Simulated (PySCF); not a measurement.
**Ionisation energy of Ne by level of theory**

Ne [Ne] (1S) → Ne⁺ [He] 2s2 2p5 (2P), as a difference of total energies. Calculation: PySCF 2.14, in aug-cc-pCVTZ-DK; the spin-free X2C one-electron Hamiltonian (Gaussian nucleus). Correlated levels: valence: 1s2 frozen; valence and next inner shell: nothing frozen. The calculations carry no spin-orbit coupling.

```json
{"method": "UHF", "ionisation energy (eV)": "19.670", "error (eV)": "-1.927"}
{"method": "LDA", "ionisation energy (eV)": "22.197", "error (eV)": "+0.600"}
{"method": "PBE", "ionisation energy (eV)": "21.664", "error (eV)": "+0.067"}
{"method": "PBE0", "ionisation energy (eV)": "21.455", "error (eV)": "-0.142"}
{"method": "r2SCAN", "ionisation energy (eV)": "21.496", "error (eV)": "-0.101"}
{"method": "r2SCANh", "ionisation energy (eV)": "21.430", "error (eV)": "-0.167"}
{"method": "BHandHLYP", "ionisation energy (eV)": "21.275", "error (eV)": "-0.322"}
{"method": "M06", "ionisation energy (eV)": "21.634", "error (eV)": "+0.037"}
{"method": "PW91", "ionisation energy (eV)": "21.750", "error (eV)": "+0.153"}
{"method": "MP2 (valence)", "ionisation energy (eV)": "21.651", "error (eV)": "+0.054"}
{"method": "SCS-MP2 (valence)", "ionisation energy (eV)": "21.503", "error (eV)": "-0.094"}
{"method": "MP2 (valence and next inner shell)", "ionisation energy (eV)": "21.667", "error (eV)": "+0.070"}
{"method": "SCS-MP2 (valence and next inner shell)", "ionisation energy (eV)": "21.512", "error (eV)": "-0.085"}
```

Reference: 21.597 eV (measured; NIST levels, between the centres of gravity of the two terms).

Errors of the correlated levels include the incompleteness of this basis and the frozen core.
